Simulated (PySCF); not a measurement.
Input of a run (PBE0-D3(BJ)/def2-TZVP geometry optimisation, gas phase (PySCF 2.14.0)), started from GFN2-xTB:
```
{"job": {"xc": "PBE0", "basis": "def2-TZVP", "d3": "d3bj", "grid": 2, "kind": "geom"}, "charge": 0, "multiplicity": 1}
O     -1.403379     1.124503    -0.013169
C     -1.193448    -0.033489     0.090552
O      0.014632    -0.665110     0.063171
C      1.195023    -0.001008    -0.094601
O      1.356220     1.162400    -0.222465
H     -1.956283    -0.817731     0.229770
H      1.990569    -0.764659    -0.080336
```

Output (energies in Eh, forces in Eh/bohr):
```
step   0  E = -302.87862556  max force = 0.008928
step   1  E = -302.87883232  max force = 0.001950
step   2  E = -302.87880798  max force = 0.002493
step   3  E = -302.87883421  max force = 0.000913
step   4  E = -302.87883866  max force = 0.000507
step   5  E = -302.87884138  max force = 0.000121
optimisation converged
```

**Question.** Summarise the run.

**Answer.** The energy falls by 0.006 eV over 6 energy and gradient evaluations, the largest force component goes from 0.0089 to 1.2e-04 Eh/bohr, and the atoms move by 0.013 Å rms after alignment. Among the bonds, C2–O3 and O3–C4 change most and about equally (+0.011 Å). Bonds longer at the end by more than 0.005 Å: 2 of 6; shorter: 0. The energy rose by more than 1e-6 Eh at step 2. The first step brought 96 % of the lowering.

**Question.** What are the final bond lengths?

**Answer.** O1=C2 1.181 Å, C2–O3 1.375 Å, O3–C4 1.375 Å, C4=O5 1.181 Å, C2–H6 1.100 Å, C4–H7 1.100 Å. Numbering counts from 1 in the input's order; the species is formic anhydride (`O=COC=O`).

The run used 167 basis functions and 41 SCF cycles in all.

Stationary, but not proved a minimum. The numbers are those of one conformer.

Shape of the structure used: `[O:1]=[CH:2][O:3][CH:4]=[O:5]`: O1–C2–O3–C4 1°, C2–O3–C4–O5 1°.
